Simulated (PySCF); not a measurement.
BF under electron impact: the energy ladder

PBE in PySCF with def2-TZVPPD on every atom, for the lowest determinant that a PBE0 search found; no spin–orbit coupling.

```tsv
species	state (unpaired electrons)	Re (Å)	ωe (cm⁻¹)	energy of the minimum from the neutral (eV)	De (eV)	dissociates to
BF	singlet (closed shell)	1.277	1350	0.00	8.07	B + F
BF⁺	doublet (σ ↑)	1.225	1640	10.83	5.91	B⁺ + F
```

Problem. Work out the lowest energy to break BF into atoms, from its vibrational ground state.

Solution. D0 = De − ωe/2 = 8.07 − 0.08 = 7.99 eV (PBE/def2-TZVPPD).

Problem. Work out the ionisation energy of the B atom at this level and the threshold of dissociative ionisation.

Solution. IE(B) = 10.83 + 5.91 − 8.07 = 8.67 eV, so B⁺ + F + e⁻ appears at D0 + IE(B) = 16.66 eV (PBE/def2-TZVPPD). The measured IE(B) is 8.298 eV (NIST ASD).

These are thermodynamic thresholds; the onsets seen under electron impact lie higher where the geometry changes, and cross-sections peak well above them.

For an ion De counts to the pair picked by the measured ionisation energies or electron affinities, which need not be the lowest pair at this level. States were picked by a PBE0 search and need not be the measured ground states.
